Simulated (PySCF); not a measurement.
## Ionisation of dichlorosilane

System: `Cl[SiH2]Cl` (Cl2H2Si). Optimised structure (Å), atoms numbered from 1:
```
Cl   -1.5984    1.1604   -0.0485
Si   -0.0069   -0.1385    0.0159
Cl    1.7446    0.9023   -0.2455
H     0.0219   -0.7899    1.3480
H    -0.1443   -1.1173   -1.0901
```

These are calculated values, ωB97X-D3(BJ)/ma-def2-TZVP in PySCF (grid level 2) at geometries from PBE0-D3(BJ)/def2-SVP. ωB97X-D3(BJ) is ωB97X-V with D3(BJ) in place of VV10. Zero-point and thermal terms (298.15 K, 1 bar) come from unscaled PBE0-D3(BJ)/def2-SVP harmonic frequencies, with soft modes damped to free rotors in the entropy.

Frontier levels of the parent: HOMO -11.64 eV, LUMO 1.08 eV.

Oxidation to the radical cation:
- Vertical ionisation energy (electronic): 11.81 eV
- Adiabatic ionisation energy (with zero-point energy): 11.45 eV
- Adiabatic, electronic part: 11.59 eV
- Vertical gap at the product's structure: 11.06 eV
- Inner reorganisation energy (four-point): 752 meV
- Relaxation of product / of parent: 223 / 529 meV
- ⟨S²⟩ of the product: 0.761
- Largest spin populations: H (on Si2) 0.44, Cl3 0.25, Cl1 0.25
- Largest changes of atomic charge: Cl3 0.28, Cl1 0.28, H (on Si2) 0.27, H (on Si2) 0.12
- Distances that move most (Å): Si2–H 1.483 → 1.600; Cl1–Si2 2.055 → 2.013; Si2–Cl3 2.054 → 2.013
- Potential in dichloromethane: 9.11 V absolute, 4.41 V against Fc+/Fc computed at 4.70 V (solvation -4 → -224 kJ/mol)

Solvents are IEF-PCM continua (electrostatics only, gas-phase structures); absolute potentials refer to an electron at rest in vacuum. Fc+/Fc in dichloromethane, 4.70 V, is ωB97X-D3(BJ)/ma-def2-TZVP on PBE0-D3(BJ)/def2-SVP structures with GFN2-xTB thermal terms. Benchmark calculations put it near 5.0 V in acetonitrile and DMSO, so it is about 0.3 V low, and the value against it can read up to that much too high.

Measured values (NIST Chemistry WebBook, evaluated or the median of agreeing entries): vertical ionisation energy 11.70 eV (computed 11.81, difference 0.11).

Caveats: spin-orbit coupling is left out of the energies, which matters for open shells on the heavier atoms.

Run with `OMP_NUM_THREADS=1 python redox_run.py task.json out` on 1 thread of Intel Xeon Platinum 8559C, a shared host. Structures, frequencies and single points: 110 s of wall time.
